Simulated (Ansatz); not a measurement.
## CH2BN (SMILES BC#N): the energy, rung by rung

CH2BN: 5 atoms, total charge 0, spin state singlet. SMILES: `BC#N`. Geometry: relaxed at PBE0-D4/def2-TZVP.

```xyz
5

B    -0.2192    0.4413   -0.3419
C     0.3527   -0.6967    0.4907
N     0.7865   -1.5596    1.1222
H    -0.7443    0.1874   -1.3776
H    -0.1259    1.5540    0.0653
```

Quantity: the energy change with the B1–C2 bond stretched from 1.522 to 2.282 Å, in eV. The values are calculated.

```tsv
level	kind	program	value (eV)	less FCI/STO-3G
SVWN5/STO-3G (restricted)	LDA	Ansatz	3.53	+0.24
BLYP/STO-3G (restricted)	GGA	Ansatz	3.12	-0.17
B3LYP/STO-3G (restricted)	global hybrid	Ansatz	3.41	+0.12
PBE0/STO-3G (restricted)	global hybrid	Ansatz	3.59	+0.30
wB97M-V/STO-3G (restricted)	range-separated hybrid	Ansatz	3.59	+0.30
MP2/STO-3G (restricted)	perturbation theory	Ansatz	3.59	+0.30
CCSD/STO-3G (restricted)	coupled cluster or CI	Ansatz	3.35	+0.06
FCI/STO-3G	exact in the basis	Ansatz	3.29	0.00
```

FCI/STO-3G is exact within its basis and frozen core, so for wave-function methods in that basis the difference is their error; functionals converge differently with the basis, so for them it is only a difference. The first shape isn't each level's own minimum. The values span 3.12 to 3.59 eV. All rows use very small basis sets, so even the best lies far from the true value.
